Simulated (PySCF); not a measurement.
Species: thiopropynal, C3H2S.
Atom-mapped SMILES: `[CH:1]#[C:2][CH:3]=[S:4]` (hydrogens: H5 on C1; H6 on C3)

Level: PBE0/pcSseg-1 in PySCF, non-relativistic, on one gas-phase PBE0-D3(BJ)/def2-SVP geometry that isn't relaxed in the solvent. The solvent is an IEF-PCM continuum (cavity from Bondi-type radii × 1.2). The model holds no explicit solvent molecules, cavitation or dispersion.

Gas phase at PBE0/pcSseg-1: HOMO -6.89 eV, LUMO -3.14 eV, dipole 2.29 D.

What does the continuum do to the energy, the frontier levels and the dipole at PBE0/pcSseg-1 in chloroform and water?

| solvent | ε | E(solvent) − E(gas) (kcal/mol) | polarisation term (kcal/mol) | distortion of the solute (kcal/mol) | HOMO (eV) | LUMO (eV) | dipole (D) |
| --- | --- | --- | --- | --- | --- | --- | --- |
| chloroform | 4.711 | -2.87 | -3.26 | 0.39 | -6.99 | -3.14 | 2.96 |
| water | 78.36 | -4.12 | -4.94 | 0.82 | -7.05 | -3.15 | 3.25 |

The first energy column is the sum of the next two and covers electrostatics alone. From chloroform to water the lowering changes by a factor 1.44, Onsager's factor (ε − 1)/(2ε + 1) by 1.38 and ε itself by 16.6.

Which radius a makes the point-dipole formula ΔE = −[(ε − 1)/(2ε + 1)]·μ²/a³ give the value in water, with the gas-phase dipole?

μ = 0.900 au and |ΔE| = 0.00657 Eh give a = 2.08 Å; the farthest nucleus lies 2.65 Å from the centroid of the nuclei, so such a sphere wouldn't even hold the nuclei. The formula assumes a rigid point dipole at the centre of a sphere.

Which Hirshfeld charges (PBE0/pcSseg-1) respond most in chloroform (means over atoms taken as equivalent)?

```json
{"atoms": "S4", "environment": "thiocarbonyl sulfur", "gas (e)": "-0.073", "solvent (e)": "-0.108", "change": "-0.035"}
{"atoms": "H5", "environment": "alkyne hydrogen", "gas (e)": "+0.110", "solvent (e)": "+0.123", "change": "+0.013"}
{"atoms": "H6", "environment": "hydrogen on carbon", "gas (e)": "+0.062", "solvent (e)": "+0.073", "change": "+0.011"}
{"atoms": "C1", "environment": "terminal alkyne carbon", "gas (e)": "-0.059", "solvent (e)": "-0.050", "change": "+0.009"}
{"atoms": "C2", "environment": "alkyne carbon", "gas (e)": "-0.041", "solvent (e)": "-0.048", "change": "-0.007"}
{"atoms": "C3", "environment": "thiocarbonyl carbon", "gas (e)": "+0.002", "solvent (e)": "+0.009", "change": "+0.007"}
```

How do the nuclear quadrupole coupling constants eQVzz/h respond in chloroform?

| nucleus | Q (barn) | gas (MHz) | solvent (MHz) | η gas | η solvent |
| --- | --- | --- | --- | --- | --- |
| 33S at S4 | -0.06781 | 52.33 | 50.35 | 0.30 | 0.26 |
